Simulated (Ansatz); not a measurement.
`C=CC#CCF`, charge 0, multiplicity 1.

Give a relaxed structure at PBE0-D4/def2-TZVP (Ansatz 0.2.0). (Best estimate.)

Ansatz gave: 
```xyz
11

C     0.3082    2.5342    0.1436
C     0.6964    1.4356   -0.5023
C     0.2231    0.1305   -0.2239
C    -0.1558   -0.9946   -0.0170
C    -0.6311   -2.3349    0.2575
F    -0.0648   -3.2601   -0.5984
H    -0.4169    2.4929    0.9474
H     0.7127    3.5026   -0.1218
H     1.4260    1.5095   -1.3049
H    -0.3796   -2.6280    1.2823
H    -1.7183   -2.3879    0.1375
```
Point group Cs.
This is one stationary point; other conformers may exist.
